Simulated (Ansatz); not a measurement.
# CH4Al− (SMILES [CH2-][AlH2]): one structure at several levels

An exercise on one series of results from a longer session: the logs are not shown, and one member is left open.

The runs use Ansatz 0.2.0, Gaussian basis; single points in def2-TZVPPD.

Cores are frozen in the correlated methods.

## The starting structure

SMILES `[CH2-][AlH2]`, 6 atoms, charge -1, spin multiplicity 1.

Atoms are counted from 1 here; the program's logs count them from 0.

Bond lengths: C1–Al2 1.955 Å, C1–H3 1.056 Å, C1–H4 1.228 Å, Al2–H5 1.642 Å, Al2–H6 1.625 Å. Angles: Al2–C1–H3 110.3°, Al2–C1–H4 105.3°, H3–C1–H4 104.2°, C1–Al2–H5 131.8°, C1–Al2–H6 133.7°, H5–Al2–H6 94.4°.

Geometry (Å):

```
C    -0.2418   -1.2065    0.3172
Al    0.0435    0.7140    0.0879
H    -0.8756   -1.5756   -0.4427
H     0.8454   -1.7261    0.0827
H     0.6155    1.5922   -1.1766
H    -0.0927    1.9958    1.0778
```

Set-up of the first run:

The input, run/in.yaml:

```yaml
crystal:
  periodic: [false, false, false]
  atoms:
    - {symbol: C, position_ang: [-0.241800, -1.206500, 0.317200]}
    - {symbol: Al, position_ang: [0.043500, 0.714000, 0.087900]}
    - {symbol: H, position_ang: [-0.875600, -1.575600, -0.442700]}
    - {symbol: H, position_ang: [0.845400, -1.726100, 0.082700]}
    - {symbol: H, position_ang: [0.615500, 1.592200, -1.176600]}
    - {symbol: H, position_ang: [-0.092700, 1.995800, 1.077800]}
basis:
  gaussian: {orbitals: "def2-TZVPPD.json"}
total_charge: -1
correlation: {method: ccsd_t}
output: {forces: true}
```

The basis file named in the input lies beside it (Basis Set Exchange, JSON).

The command line of these runs was not kept.

Among the steps run: CCSD(T)/def2-TZVPPD; PBE0-D4/def2-TZVPPD; wB97M-V/def2-TZVPPD; r2SCAN-D4/def2-TZVPPD; PBE-D4/def2-TZVPPD; BHLYP-D4/def2-TZVPPD; CAM-B3LYP-D4/def2-TZVPPD.

One of the session's tables, all rows but one given; the rest of the session is left out.

| method | RMS force component (eV/Å) | angle to CCSD(T) forces (°) |
| --- | --- | --- |
| CCSD(T) | 1.061 | reference |
| PBE0-D4 | 1.098 | 4.1 |
| wB97M-V | 1.078 | 4.7 |
| r2SCAN-D4 | 1.078 | 4.2 |
| PBE-D4 | 1.079 | 6.4 |
| BHLYP-D4 | ? | ? |
| CAM-B3LYP-D4 | 1.087 | 6.4 |

Q: Estimate the row for BHLYP-D4 from the others.

The run gave: RMS force component (eV/Å): 1.083; angle to CCSD(T) forces (°): 8.4. In the column «RMS force component (eV/Å)» it lies between PBE-D4 (1.079) and CAM-B3LYP-D4 (1.087).

To keep in mind: The anion's highest level is positive in at least one run, so there the basis alone may hold the extra electron.
